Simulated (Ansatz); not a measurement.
The same path of CH2OS (5 atoms, charge 0, multiplicity 1) was run 3 times with different band settings. Lost on the way: H1–S2. Made: H1–O5.

Method: RKS r2SCAN-D4/def2-SVPD (Ansatz).

Relaxed end points:

```xyz
5
Properties=species:S:1:pos:R:3
H -0.527 -1.639 -0.344
S 0.592 -0.945 -0.659
C 0.066 0.548 0.171
H 0.840 1.344 0.073
O -0.971 0.692 0.759
```

```xyz
5
Properties=species:S:1:pos:R:3
H -1.155 -0.877 0.264
S 1.188 -0.764 -0.897
C 0.285 0.285 -0.040
H 0.593 1.316 0.189
O -0.911 0.041 0.484
```

Common settings: movable images 5; climbing image yes; start path through a guess of the saddle point; force threshold 0.03 eV/Å; iteration limit 60; end points relaxed.

| run | spring | optimiser |
| --- | --- | --- |
| 1 | 5.0 eV/Å² | quadratic models (default) |
| 2 | 5.0 eV/Å² | fire |
| 3 | 2.0 to 10.0 eV/Å², energy-weighted | quadratic models (default) |

Task: What does each run give, and how far can it be trusted?

Result: Run 1: converged after 11 iterations, highest image 1.301 eV above the first end. A vibrational analysis at the climbing image gives one clearly imaginary mode, 1607i cm⁻¹: a first-order saddle point.
Run 2: converged after 46 iterations, highest image 1.301 eV above the first end. Another band between the same ends (5 images) ends at a top of the same energy, where a vibrational analysis finds 1 clearly imaginary mode.
Run 3: converged after 10 iterations, highest image 1.301 eV above the first end. Another band between the same ends (5 images) ends at a top of the same energy, where a vibrational analysis finds 1 clearly imaginary mode.
The orbitals stay closed-shell, which can raise the energy where a bond breaks towards radicals; this wasn't checked here.
